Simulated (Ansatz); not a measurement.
Total energies of the cluster NaLi2 (the lowest doublet isomer of a short search) from Ansatz at PBE0/def2-TZVP, gas phase (1 Eh = 27.2114 eV = 2625.5 kJ/mol). The reference geometry is relaxed at PBE/def2-TZVP.

```xyz
3

Li   -0.296    1.365    0.623
Li    0.171    0.249   -1.867
Na    0.126   -1.614    1.244
```

```
           state                  geometry  energy (Eh)
charge 0 doublet                 reference   -177.15700
charge 1 singlet                 reference   -176.99969
charge 0 quartet  relaxed at PBE/def2-TZVP   -177.11719
```

Work out the vertical ionisation energy to the singlet.

E(charge 1 singlet) − E(charge 0 doublet) = -176.99969 − (-177.15700) = 0.15731 Eh = 4.28 eV. For comparison, −ε of the highest occupied level of the spin that leaves is 3.03 eV at this level, 1.25 eV less.

Which of the charge 0 states is lowest, and how far above it are the others?

The doublet. quartet: -177.11719 − (-177.15700) = 0.03981 Eh = 104.5 kJ/mol. The quartet differs in its bonds from the reference.

The restricted singlet is unstable towards broken spin symmetry in Hartree–Fock (as tested in another run); at PBE0/def2-TZVP this wasn't settled. 

The structure comes from a short search, and lower isomers may exist.
